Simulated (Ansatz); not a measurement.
**One structure, 3 elements: Ti3H, Zr3H, Hf3H**

Plane-wave DFT in Ansatz with scalar-relativistic PAW potentials, cutoff 420 eV, Γ-centred meshes chosen by cell and gap, Gaussian smearing with energies taken to zero width. Every cell was relaxed (cell and atoms) in a run of its own, within the symmetry of its start. Functional: PBE.

All members share space group Pm-3m and the same sites; only the element on one set of sites changes (Ti, Zr, Hf). Members needn't be the stable form of their composition. Energies over the elements, where given, are against the elements' standard states in the same functional (H₂, N₂, O₂ and halogens uncorrected, Hg as a solid). The first member:

Space group Pm-3m (No. 221). a = 3.861 Å, b = 3.861 Å, c = 3.861 Å, α = 90.00°, β = 90.00°, γ = 90.00°
| atom | site | symmetry | x | y | z |
| --- | --- | --- | --- | --- | --- |
| Ti | 3c | 4/mm.m | 0.0000 | 0.5000 | 0.5000 |
| H | 1a | m-3m | 0.0000 | 0.0000 | 0.0000 |

| compound | V (Å³/atom) | a (Å) | energy over elements (eV/atom) |
| --- | --- | --- | --- |
| Ti3H | 14.39 | 3.861 | 0.638 |
| Hf3H | 18.90 | 4.228 | 0.800 |

Q: Predict the member with Zr.

A: V (Å³/atom) 19.09, a (Å) 4.242, energy over elements (eV/atom) 0.676. Interpolating linearly in period between Ti and Hf would give 16.64 Å³/atom (12.8 % too small), with 0.719 eV/atom over the elements. Over the whole series the volume has no steady trend down the group (least for Ti); all are metallic on the mesh; none is bound against its elements in this structure, and Ti comes closest. Hf is no larger than Zr here (18.90 against 19.09 Å³/atom), as one expects from the lanthanide contraction and relativistic shrinking of 6s.

Spin-orbit coupling is left out, which matters for the bands of heavy elements.